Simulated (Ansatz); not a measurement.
Input file for Ansatz (a program for electronic structure): R-B3LYP/def2-TZVPPD on CH7N (a complex). Files ending in .json are basis or fitting sets from the Basis Set Exchange.

Ansatz 0.2 input:
```yaml
crystal:
  periodic: [false, false, false]
  atoms:
    - {symbol: N, position_ang: [-0.00000000, 0.00000000, 1.84833659]}
    - {symbol: H, position_ang: [0.93730979, -0.00000000, 2.23206741]}
    - {symbol: H, position_ang: [-0.46865489, -0.81173409, 2.23206741]}
    - {symbol: H, position_ang: [-0.46865489, 0.81173409, 2.23206741]}
    - {symbol: H, position_ang: [0.00000000, -0.00000000, -0.94497174]}
    - {symbol: C, position_ang: [0.00000000, -0.00000000, -2.03363752]}
    - {symbol: H, position_ang: [0.51251439, 0.88770096, -2.40095125]}
    - {symbol: H, position_ang: [0.51251439, -0.88770096, -2.40095125]}
    - {symbol: H, position_ang: [-1.02502878, 0.00000000, -2.40095125]}
basis:
  gaussian:
    orbitals: def2-TZVPPD.json
hamiltonian:
  xc: {name: B3LYP}
scf: {lower_state_search: off}
```

It printed:

```
Functional definition: B3LYP
[...]
these checks for a lower state are left out or cut short: stability, starts, cluster_reference, orbital_swaps, neighbouring_geometries, increment
integrals: 0.05 GiB planned
766 factors; their error is unknown
mean field: 0.64 GiB planned
mean field evaluation 1: about -2631.1711 eV, gradient 7.7e1 eV
mean field evaluation 2: about -2618.5776 eV, gradient 1.0e2 eV
mean field evaluation 4: about -2642.9755 eV, gradient 6.0e0 eV
mean field evaluation 8: about -2643.0534 eV, gradient 7.9e-2 eV
mean field evaluation 16: about -2643.0402 eV, gradient 1.3e-6 eV
mean field -2643.04016012 eV, -97.1299343674 hartree, gradient 2.7e-6 eV, S^2 0.000000; 0 other end points of the search recorded, 0 dependent functions left out
reference -2643.04043451 eV, -97.1299444512 hartree; 10, 10 occupied and 183, 183 virtual orbitals, 766 factors
Total energy: -2643.04043451 eV, -97.1299444512 hartree
Checks for a lower state left out: stability, starts, cluster_reference, orbital_swaps, neighbouring_geometries, increment
```

Self-consistency was reached.

Cost: about 2.2 core-seconds (a rough figure).
